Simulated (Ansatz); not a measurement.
**A relaxation, step by step**

CH₆SSi, closed shell, PBE0-D4/def2-TZVP (Ansatz 0.2.0). Settings:

```yaml
hamiltonian: {xc: pbe0, dispersion: d4}
relax: {f_tol: 0.005, max_steps: 200}
```

Start, a step off a saddle point along its unstable mode:

```xyz
9
angstrom
Si -0.7270 -0.4948 -0.0685
S 1.5120 -1.3361 0.1152
H -0.1124 -1.5704 -0.7854
H -1.0401 -0.5427 1.4025
C -0.2645 1.3072 -0.3530
H 1.0494 -2.3685 0.8403
H 0.4278 1.5544 0.4710
H -1.1009 2.0201 -0.3194
H 0.2557 1.4309 -1.3028
```

| step | energy less the last (meV) | largest force component (eV/Å) |
| --- | --- | --- |
| 1 | 2558.4 | 1.786 |
| 2 | 1692.7 | 2.432 |
| 3 | 966.4 | 1.786 |
| 4 | 399.4 | 1.311 |
| 5 | 107.1 | 0.947 |
| 6 | 33.2 | 0.637 |
| 7 (rejected trial) | 48.5 | 0.934 |
| 8 | 7.6 | 0.140 |
| 9 | 1.1 | 0.027 |
| 10 | 0.2 | 0.013 |
| 11 (rejected trial) | 15.4 | 0.959 |
| 12 | 0.0 | 0.001 |
| 13 | 0.0 | 0.005 |

Step 3, positions (Å) and forces (eV/Å):

| atom | x | y | z | Fx | Fy | Fz |
| --- | --- | --- | --- | --- | --- | --- |
| Si1 | -0.473 | -0.459 | 0.097 | 1.563 | -1.786 | -0.490 |
| S2 | 1.592 | -1.267 | 0.274 | 0.168 | 0.469 | 0.884 |
| H3 | -0.452 | -1.641 | -0.963 | -1.695 | 1.417 | 0.582 |
| H4 | -1.210 | -0.674 | 1.431 | 0.167 | 0.167 | -0.919 |
| C5 | -0.213 | 1.346 | -0.369 | -0.418 | -0.274 | 0.184 |
| H6 | 1.139 | -2.425 | 0.800 | 0.090 | 0.144 | -0.173 |
| H7 | 0.464 | 1.697 | 0.418 | -0.050 | 0.150 | -0.111 |
| H8 | -1.124 | 1.957 | -0.351 | 0.158 | -0.175 | 0.013 |
| H9 | 0.276 | 1.466 | -1.337 | 0.017 | -0.112 | 0.031 |

Step 8, positions (Å) and forces (eV/Å):

```json
{"atom": "Si1", "x": "-0.329", "y": "-0.514", "z": "0.136", "Fx": "-0.093", "Fy": "-0.140", "Fz": "-0.024"}
{"atom": "S2", "x": "1.658", "y": "-1.200", "z": "0.567", "Fx": "0.011", "Fy": "-0.022", "Fz": "-0.012"}
{"atom": "H3", "x": "-0.909", "y": "-1.352", "z": "-0.955", "Fx": "0.018", "Fy": "0.071", "Fz": "0.073"}
{"atom": "H4", "x": "-1.208", "y": "-0.641", "z": "1.334", "Fx": "0.040", "Fy": "-0.020", "Fz": "-0.047"}
{"atom": "C5", "x": "-0.170", "y": "1.274", "z": "-0.357", "Fx": "0.071", "Fy": "0.074", "Fz": "0.027"}
{"atom": "H6", "x": "1.347", "y": "-2.507", "z": "0.621", "Fx": "-0.035", "Fy": "0.074", "Fz": "0.003"}
{"atom": "H7", "x": "0.392", "y": "1.812", "z": "0.412", "Fx": "-0.013", "Fy": "0.033", "Fz": "-0.020"}
{"atom": "H8", "x": "-1.147", "y": "1.753", "z": "-0.455", "Fx": "0.006", "Fy": "-0.065", "Fz": "-0.006"}
{"atom": "H9", "x": "0.366", "y": "1.375", "z": "-1.303", "Fx": "-0.005", "Fy": "-0.005", "Fz": "0.006"}
```

Step 12, positions (Å) and forces (eV/Å):

```csv
atom,x,y,z,Fx,Fy,Fz
Si1,-0.315,-0.519,0.118,0.000,0.000,0.000
S2,1.679,-1.233,0.447,0.000,-0.001,-0.001
H3,-0.966,-1.301,-0.967,-0.001,0.000,0.000
H4,-1.130,-0.684,1.352,0.001,0.000,0.000
C5,-0.164,1.279,-0.349,0.000,0.000,0.000
H6,1.305,-2.491,0.734,0.000,0.001,0.001
H7,0.323,1.846,0.447,-0.001,0.000,0.001
H8,-1.153,1.709,-0.519,0.000,0.000,-0.001
H9,0.422,1.394,-1.263,0.001,0.000,0.000
```

Last step (13):

```xyz
9
angstrom
Si -0.3153 -0.5191 0.1164
S 1.6798 -1.2358 0.4358
H -0.9723 -1.2987 -0.9668
H -1.1243 -0.6862 1.3535
C -0.1636 1.2788 -0.3483
H 1.3043 -2.4887 0.7428
H 0.3165 1.8470 0.4512
H -1.1531 1.7070 -0.5259
H 0.4280 1.3956 -1.2588
```

The run took about 34 s on 2 CPU threads (shared host).
